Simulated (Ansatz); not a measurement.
Question: Name a neutral molecule of C, N, O and H with LUMO energy (ωB97M-V/def2-TZVPP) between 2.10 and 2.40 eV and LUMO energy (PBE0/def2-TZVPP) between 0.35 and 0.65 eV (Ansatz, PBE0-D4/def2-TZVP geometry).

Answer: `C=COC(=C)N` (2.36 eV, 0.47 eV); `NC=O` (2.36 eV, 0.60 eV); `COC#N` (2.18 eV, 0.51 eV); `Nc1ncco1` (2.36 eV, 0.61 eV); `CC(O)NC=O` (2.19 eV, 0.48 eV). Other molecules can fit too; these were computed, each in one conformer that needn't be the lowest.
